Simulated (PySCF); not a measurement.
## Level of theory and proton affinities: carbon dioxide

Structure: `O=C=O` (CO2). Numbering: `[O:1]=[C:2]=[O:3]`

All levels share the PBE0-D3(BJ)/def2-SVP structures and the PBE0-D3(BJ)/def2-SVP thermal terms; only the single-point energies (PySCF) change. Values are proton affinities (298 K, kJ/mol).

| level | O1 | abs. error | time |
| --- | --- | --- | --- |
| MP2/ma-def2-TZVP | 527 | 11.7 | 3.9 s |
| CCSD(T)/ma-def2-TZVP | 536 | 2.3 | 72 s |
| ωB97X-D3(BJ)/def2-TZVP | 543 | 4.4 | – |
| HF/ma-def2-TZVP | 546 | 7.3 | 0.76 s |
| ATcT 1.112 | 539 |  |  |

Times are wall times for all single points of a level on 1 thread of Arm Neoverse V1, a shared host; the dash marks the run that also made the structures.

Hartree-Fock leaves out electron correlation, so its proton affinities can be off by tens of kJ/mol.

The spread: 19 kJ/mol, from 527 to 546.

---

## How the method moves the proton affinities of diphosphorus

Structure: `P#P` (P2). Numbering: `[P:1]#[P:2]`

All levels share the PBE0-D3(BJ)/def2-SVP structures and the PBE0-D3(BJ)/def2-SVP thermal terms; only the single-point energies (PySCF) change. Values are proton affinities (298 K, kJ/mol).

```
                  level   P1    time
     HF/jun-cc-pV(T+d)Z  602  0.68 s
    MP2/jun-cc-pV(T+d)Z  605   3.6 s
CCSD(T)/jun-cc-pV(T+d)Z  615    27 s
  PBE0-D3(BJ)/def2-TZVP  616       –
```

Times are wall times for all single points of a level on 1 thread of Arm Neoverse V1, a shared host; the dash marks the run that also made the structures.

Hartree-Fock leaves out electron correlation, so its proton affinities can be off by tens of kJ/mol.

The spread: 14 kJ/mol, from 602 to 616.

---

**amide: proton affinities at several levels**

Structure: `[NH2-]` ([NH2]-). Non-hydrogen atoms are numbered in `[NH2-:1]`.

All levels share the PBE0-D3(BJ)/ma-def2-SVP structures and the PBE0-D3(BJ)/ma-def2-SVP thermal terms; only the single-point energies (PySCF) change. Values are proton affinities (298 K, kJ/mol).

```
              level    N1  abs. error    time
    MP2/aug-cc-pVTZ  1674        13.5   2.2 s
CCSD(T)/aug-cc-pVTZ  1688         0.0    27 s
M06-2X/ma-def2-TZVP  1693         5.0       –
     HF/aug-cc-pVTZ  1729        41.0  0.36 s
         ATcT 1.112  1688
```

Times are wall times for all single points of a level on 1 thread of Arm Neoverse V2, a shared host; the dash marks the run that also made the structures.

Hartree-Fock leaves out electron correlation, so its proton affinities can be off by tens of kJ/mol.

The spread: 55 kJ/mol, from 1674 to 1729.
